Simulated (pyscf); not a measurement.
Optimised with ωB97X-D3(BJ)/def2-SVP in PySCF. Correlated levels are frozen-core, on RHF or UHF. ΔMP2 is the change of the MP2 total energy from the triple- to the quadruple-zeta basis.

Task: What is the homolytic dissociation enthalpy (298 K, CCSD(T)/def2-TZVPP + ΔMP2(QZVPP)) of the H–N bond of `[NH]=[C]1[CH]=[CH]1`, to cyclic C₃H₂N (SMILES [N]=c1cc1) [doublet] + H•?

Result: H–N to cyclic C₃H₂N (SMILES [N]=c1cc1) [doublet] + H•: 376.3 kJ/mol. The radicals are drawn with the spin at the cut bond; how far it spreads was not checked. cyclic C₃H₃N (SMILES N=c1cc1) lies 195.2 kJ/mol over its isomer H₂C=CH–C≡N, and others may lie lower still (electronic energy, ωB97M-D3(BJ)). cyclic C₃H₂N (SMILES [N]=c1cc1) [doublet] lies 125.5 kJ/mol over its isomer H₂C=C•–C≡N, and others may lie lower still (electronic energy, ωB97M-D3(BJ)). The CCSD(T) − MP2 part came from Ansatz, without density fitting, on the same reference.
